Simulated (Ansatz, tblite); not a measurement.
Removing and adding an electron: MgMeH (CH4Mg). The state is a singlet with charge 0. Geometry: PBE-D4/def2-TZVP. Ansatz, gas phase; energy differences of separate SCF runs; the oxidised species was run as a doublet alone; the reduced species was run as a doublet alone.

```xyz
6

Mg   -0.405    0.879   -0.890
C     0.239   -0.522    0.529
H    -0.498   -1.328    0.673
H     0.408   -0.058    1.514
H     1.186   -0.998    0.230
H    -0.931    2.027   -2.056
```

The xTB rows come from tblite. Correlated methods freeze 2 core orbitals; core or outer-core shells of Mg are correlated, in sets that lack core-valence functions. In CCSD on the charge 1 doublet the largest single amplitude is 0.15, so its Hartree–Fock determinant may place the open shell otherwise than the density functionals do.

Estimate orbital energies and vertical ionisation energies and electron affinities at: GFN1-xTB; GFN2-xTB; HF/def2-TZVPD; HF/def2-TZVPP; PBE-D4/def2-TZVP; PBE-D4/def2-TZVPD; r2SCAN-D4/def2-TZVP; r2SCAN-D4/def2-TZVPD; PBE0-D4/def2-TZVP; PBE0-D4/def2-TZVPD; MP2/def2-TZVPD; MP2/def2-TZVPP; CCSD/def2-TZVPD; CCSD/def2-TZVPP; CCSD(T)/def2-TZVPD; CCSD(T)/def2-TZVPP.


```json
{"level": "GFN1-xTB", "−HOMO (eV)": "10.91", "vertical IE (eV)": "14.50", "−LUMO (eV)": "6.30", "vertical EA (eV)": "2.75", "HOMO–LUMO gap (eV)": "4.61", "IE − EA (eV)": "11.75", "remarks": "–"}
{"level": "GFN2-xTB", "−HOMO (eV)": "9.21", "vertical IE (eV)": "12.75", "−LUMO (eV)": "6.21", "vertical EA (eV)": "3.26", "HOMO–LUMO gap (eV)": "3.00", "IE − EA (eV)": "9.49", "remarks": "–"}
{"level": "HF/def2-TZVPD", "−HOMO (eV)": "–", "vertical IE (eV)": "–", "−LUMO (eV)": "–", "vertical EA (eV)": "-0.97", "HOMO–LUMO gap (eV)": "–", "IE − EA (eV)": "–", "remarks": "HOMO above zero (-1 doublet)"}
{"level": "HF/def2-TZVPP", "−HOMO (eV)": "–", "vertical IE (eV)": "8.08", "−LUMO (eV)": "–", "vertical EA (eV)": "–", "HOMO–LUMO gap (eV)": "–", "IE − EA (eV)": "–", "remarks": "–"}
{"level": "PBE-D4/def2-TZVP", "−HOMO (eV)": "5.61", "vertical IE (eV)": "8.78", "−LUMO (eV)": "1.00", "vertical EA (eV)": "–", "HOMO–LUMO gap (eV)": "4.62", "IE − EA (eV)": "–", "remarks": "–"}
{"level": "PBE-D4/def2-TZVPD", "−HOMO (eV)": "5.62", "vertical IE (eV)": "–", "−LUMO (eV)": "1.07", "vertical EA (eV)": "-0.40", "HOMO–LUMO gap (eV)": "4.55", "IE − EA (eV)": "–", "remarks": "HOMO above zero (-1 doublet)"}
{"level": "r2SCAN-D4/def2-TZVP", "−HOMO (eV)": "5.83", "vertical IE (eV)": "8.79", "−LUMO (eV)": "0.48", "vertical EA (eV)": "–", "HOMO–LUMO gap (eV)": "5.35", "IE − EA (eV)": "–", "remarks": "–"}
{"level": "r2SCAN-D4/def2-TZVPD", "−HOMO (eV)": "5.83", "vertical IE (eV)": "–", "−LUMO (eV)": "0.54", "vertical EA (eV)": "-0.48", "HOMO–LUMO gap (eV)": "5.29", "IE − EA (eV)": "–", "remarks": "HOMO above zero (-1 doublet)"}
{"level": "PBE0-D4/def2-TZVP", "−HOMO (eV)": "6.77", "vertical IE (eV)": "8.94", "−LUMO (eV)": "0.33", "vertical EA (eV)": "–", "HOMO–LUMO gap (eV)": "6.44", "IE − EA (eV)": "–", "remarks": "–"}
{"level": "PBE0-D4/def2-TZVPD", "−HOMO (eV)": "6.77", "vertical IE (eV)": "–", "−LUMO (eV)": "0.42", "vertical EA (eV)": "-0.48", "HOMO–LUMO gap (eV)": "6.36", "IE − EA (eV)": "–", "remarks": "HOMO above zero (-1 doublet)"}
{"level": "MP2/def2-TZVPD", "−HOMO (eV)": "–", "vertical IE (eV)": "–", "−LUMO (eV)": "–", "vertical EA (eV)": "-0.79", "HOMO–LUMO gap (eV)": "–", "IE − EA (eV)": "–", "remarks": "HOMO above zero (-1 doublet)"}
{"level": "MP2/def2-TZVPP", "−HOMO (eV)": "–", "vertical IE (eV)": "9.30", "−LUMO (eV)": "–", "vertical EA (eV)": "–", "HOMO–LUMO gap (eV)": "–", "IE − EA (eV)": "–", "remarks": "–"}
{"level": "CCSD/def2-TZVPD", "−HOMO (eV)": "–", "vertical IE (eV)": "–", "−LUMO (eV)": "–", "vertical EA (eV)": "-0.74", "HOMO–LUMO gap (eV)": "–", "IE − EA (eV)": "–", "remarks": "HOMO above zero (-1 doublet)"}
{"level": "CCSD/def2-TZVPP", "−HOMO (eV)": "–", "vertical IE (eV)": "9.09", "−LUMO (eV)": "–", "vertical EA (eV)": "–", "HOMO–LUMO gap (eV)": "–", "IE − EA (eV)": "–", "remarks": "–"}
{"level": "CCSD(T)/def2-TZVPD", "−HOMO (eV)": "–", "vertical IE (eV)": "–", "−LUMO (eV)": "–", "vertical EA (eV)": "-0.71", "HOMO–LUMO gap (eV)": "–", "IE − EA (eV)": "–", "remarks": "HOMO above zero (-1 doublet)"}
{"level": "CCSD(T)/def2-TZVPP", "−HOMO (eV)": "–", "vertical IE (eV)": "9.14", "−LUMO (eV)": "–", "vertical EA (eV)": "–", "HOMO–LUMO gap (eV)": "–", "IE − EA (eV)": "–", "remarks": "–"}
```

   A HOMO above zero means that the electron is unbound at that level or that self-interaction error raises the level; the energy of removing that electron tells which. Raw xTB energy differences between charge states are shifted by several eV; the methods need an empirical correction for them. A negative affinity means that the extra electron isn't bound; its size then hangs on the basis.
